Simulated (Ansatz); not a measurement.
Consider the atomization: `NCC(F)(F)F` → 2 C• + 3 F• + 4 H• + N•.

Program: Ansatz. Geometries: PBE0-D4/def2-TZVP. ΔE: electronic, gas phase. CBS: MP2 limit from def2 TZ/QZ plus the TZ coupled-cluster correction, frozen cores. This one scheme is used for every species, atoms too. For atomizations the MP2-based limit and the directly extrapolated one differ by several kJ/mol either way, and by 10 to 25 for some Ge, Se and Sn compounds, so smaller differences from it don't rank the levels. DFT in def2-TZVPP. HSE06 is defined as in plane-wave codes. Open shells (•) are unrestricted, without spin–orbit coupling. Spin–orbit coupling would lower the free atoms: a little for C, F. One conformer a species, not always the lowest.

(1) What is ΔE at CCSD(T)/CBS? (Best estimate.)

(2) What do these levels give: r2SCAN-D4, PBE0-D4, HSE06-D4, ωB97X-V, PBE-QIDH, HF/CBS(def2)? (Estimate.)

Largest T1 diagnostic among the species: 0.011.

Answers

(1) Computed: +3866.0 kJ/mol.

(2) Computed: r2SCAN-D4 3877.6, PBE0-D4 3889.1, HSE06-D4 3893.2, ωB97X-V 3887.2, PBE-QIDH 3838.4, HF/CBS(def2) 2655.4 kJ/mol.

Leaving LDA and LC-ωPBE aside and taking each functional with its dispersion term where it has one, the values, not all of them listed here, spread over 330.6 kJ/mol, from BHLYP-D4 to PBE-D4. LDA lies +612.8 kJ/mol from PBE without D4, its usual overbinding. From r2SCAN to r2SCAN0 (25 % exact exchange), in def2-TZVPP and without D4, ΔE moves by −98.4 kJ/mol: exact exchange takes away binding that semilocal exchange gives to molecules.
